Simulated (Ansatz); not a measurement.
# BCS (doublet): from a generated start to a stationary point

Where does this start of BCS (doublet) end when it is relaxed?

Computed with Ansatz 0.2.0, Gaussian basis. Level: UKS PBE0/def2-TZVP.

## (1) Starting geometry

3 atoms, charge 0, spin multiplicity 2.

Atoms are counted from 1 here; the program's logs count them from 0.

Bond lengths: B1–S2 1.693 Å, S2–C3 1.629 Å. Angles: B1–S2–C3 109.4°.

As a file:

```xyz
3
charge 0, multiplicity 2
B    -1.4085   -0.5599   -0.0051
S    -0.0133    0.3988    0.0033
C     1.3034   -0.5606   -0.0043
```

The start was built by rule and, where that kept it together, relaxed with GFN2-xTB. Sticks and bond lists go by distance. 

## (2) The run

in.yaml reads:

```yaml
crystal:
  periodic: [false, false, false]
  atoms:
    - {symbol: B, position_ang: [-1.408531, -0.559939, -0.005110]}
    - {symbol: S, position_ang: [-0.013317, 0.398760, 0.003317]}
    - {symbol: C, position_ang: [1.303391, -0.560562, -0.004254]}
basis:
  gaussian: {orbitals: def2-TZVP}
magnetization: {spin_polarized: true, initial_magnetization: 1}
hamiltonian: {xc: pbe0}
relax: {f_tol: 0.004, max_steps: 80}
```

On the command line:

```console
ansatz run in.yaml --threads 1 --pin off --events-out ev --progress --plain --max-ram 2176MiB
```

What does the calculation give? Wanted: energy gained; shift from the start; total energy; dipole moment; ⟨S²⟩.

**Answer**, as computed:

```
                  quantity           value
                     steps              11
             energy gained        2.471 eV
shift from the start (rms)         0.566 Å
              total energy  -12538.0829 eV
             dipole moment          2.06 D
                      ⟨S²⟩           0.822
```

**Reading.** By distance, B1–C3 formed. B1–C3 went from 2.712 to 1.520 Å. No vibrations were run, so this is a stationary point, not a proven minimum, and this spin need not be the ground state's.
